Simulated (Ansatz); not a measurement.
Basis-set series for C$_{6}$H$_{10}$, SMILES `CC1=CCCC1`. Total charge 0; spin multiplicity 1. The geometry is a stationary point of PBE0-D4/def2-TZVP.

```csv
functional,basis,functions,energy (Eh),HOMO (eV),LUMO (eV)
PBE0-D4,def2-SVP,134,-234.20315,-6.50,0.96
PBE0-D4,def2-TZVPP,326,-234.45289,-6.52,0.81
ωB97M-V,def2-SVP,134,-234.34265,-8.70,3.11
ωB97M-V,def2-TZVPP,326,-234.60678,-8.72,2.68
```

Question: Give the rows for def2-QZVPP. (Estimate.)

Answer: Ansatz gave: 
```
functional       basis  functions  energy (Eh)  HOMO (eV)  LUMO (eV)
   PBE0-D4  def2-QZVPP        642   -234.46573      -6.53       0.72
   ωB97M-V  def2-QZVPP        642   -234.61920      -8.73       1.91
```

Positive LUMOs are unbound and depend on the basis.
